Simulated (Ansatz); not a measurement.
# CHAl (singlet): wave-function methods side by side at angle Al1–C2–H3 = 180.0°, 6-31G

Aim: climb from Hartree-Fock through coupled cluster and multireference methods for CHAl (singlet) at one geometry and basis, and see what each rung misses.

Method: 6-31G, core rule «outside noble gas», up to 6 orbitals frozen; program: Ansatz 0.2.0, Gaussian basis.

The runs, in order: UHF; CCSD(T) on RHF; CCSD(T) on UHF; BCCD(T) on RHF; CISD; CCSDT(Q) on RHF; CCSDT(Q) on UHF; CCSDTQ on RHF; CCSDTQ on UHF; CASSCF and MRCISD+Q, 2 electrons in 2 orbitals; CASSCF and NEVPT2, 2 electrons in 2 orbitals; CASSCF and MRCISD+Q, 8 electrons in 9 orbitals; CASSCF and NEVPT4(SD), 8 electrons in 9 orbitals; CASSCF and NEVPT2, 8 electrons in 9 orbitals; Full CI; Full CI in the symmetry of the determinant.

13 further runs of the same task are left out: 10 that didn't finish, 3 set aside as unsound or not needed.

### 1 The geometry

The geometry derives from a PBE0/def2-TZVP stationary point (not a proven minimum). One angle is set to the value named; bond lengths are kept.

3 atoms, charge 0, spin multiplicity 1.

Atoms are counted from 1 here; the program's logs count them from 0.

Bond lengths: Al1–C2 1.850 Å, C2–H3 1.096 Å. Angles: Al1–C2–H3 180.0°.

Geometry (Å):

| atom | x (Å) | y (Å) | z (Å) |
| --- | --- | --- | --- |
| Al1 | 0.0000 | 0.0000 | -1.5989 |
| C2 | 0.0000 | 0.0000 | 0.2516 |
| H3 | 0.0000 | 0.0000 | 1.3474 |

### 2 UHF

The input, in.yaml:

```yaml
crystal:
  periodic: [false, false, false]
  atoms:
    - {symbol: Al, position_ang: [0.000000, 0.000000, -1.598930]}
    - {symbol: C, position_ang: [0.000000, 0.000000, 0.251556]}
    - {symbol: H, position_ang: [0.000000, 0.000000, 1.347374]}
basis:
  gaussian: {orbitals: 6-31G}
magnetization: {spin_polarized: true, initial_magnetization: 0}
hamiltonian: {xc: hf}
output: {orbitals: {seedname: orbitals}}
```

Started as:

```bash
$ ansatz run in.yaml --threads 1 --pin off --events-out ev --progress --plain --max-ram 2393MiB
```

After this run come: CCSD(T) on RHF; CCSD(T) on UHF; BCCD(T) on RHF; CISD; CCSDT(Q) on RHF; CCSDT(Q) on UHF; CCSDTQ on RHF; CCSDTQ on UHF; CASSCF and MRCISD+Q, 2 electrons in 2 orbitals; CASSCF and NEVPT2, 2 electrons in 2 orbitals; CASSCF and MRCISD+Q, 8 electrons in 9 orbitals; CASSCF and NEVPT4(SD), 8 electrons in 9 orbitals; CASSCF and NEVPT2, 8 electrons in 9 orbitals; Full CI; Full CI in the symmetry of the determinant.

Before running them: what should the planned runs give, taken together? Wanted: FCI below the RHF energy; NEVPT2 pair from FCI; NEVPT2 valence from FCI; NEVPT4(SD) valence from FCI; T1 diagnostic; effectively unpaired electrons.

**Answer**, as computed:

```
                         quantity                             value
         FCI below the RHF energy                        -3.5159 eV
             NEVPT2 pair from FCI                        +860.7 meV
          NEVPT2 valence from FCI                        +238.2 meV
      NEVPT4(SD) valence from FCI                         +45.5 meV
levels within 1 kcal/mol (43 meV)  MRCISD valence, MRCISD+Q valence
                    T1 diagnostic                             0.020
   effectively unpaired electrons                              2.31
```

What this shows: The occupations show strong static correlation (2.3 unpaired electrons where one determinant has 0). Of the multireference levels listed MRCISD+Q valence comes nearest in total energy (+20.9 meV), which doesn't show that its space is the better one. The lowest state has another symmetry than the determinant, whose own symmetry lies 0.07 eV higher, so single-reference misses include that gap. These misses are within one basis, not against nature.
